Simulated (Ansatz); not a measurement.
For ReS₂ (P-1, No. 2; cell taken from a computed entry), PBEsol (Ansatz, a first-principles code, PAW) gives:

| Item | Value |
|---|---|
| equilibrium volume per atom | 18.86 Å³/atom |
| band gap at the PBEsol cell | 1.30 eV |

Problem. What does r²SCAN in Ansatz (plane waves, PAW) give for the same quantities?

Solution. 
- equilibrium volume per atom: 19.55 Å³/atom (increases by 3.7 %)
- band gap at the PBEsol cell: 1.41 eV (increases by 0.11 eV)

Changes are worked out from the printed values.

Unless a cell is named, each level is at its own relaxed cell (PBEsol 18.86, r²SCAN 19.55 Å³/atom).

Levels without +SOC leave out spin–orbit coupling, which shifts energies and cells of such heavy elements.

Levels without +SOC have no spin–orbit coupling; where heavier elements are present it shifts gaps, mostly down, and can invert bands. Density-functional gaps are differences of (generalised) Kohn–Sham levels.

The crystal itself was run without spin with PBEsol, r²SCAN; a magnetic state was not tried in these runs.

Caveats: the relaxation could not lower the start's symmetry, so the cell can be a saddle point above a distorted one (PBEsol, r²SCAN). Ansatz's density-functional and Hartree–Fock values are scalar-relativistic unless marked +SOC, with PAW data made under PBE.
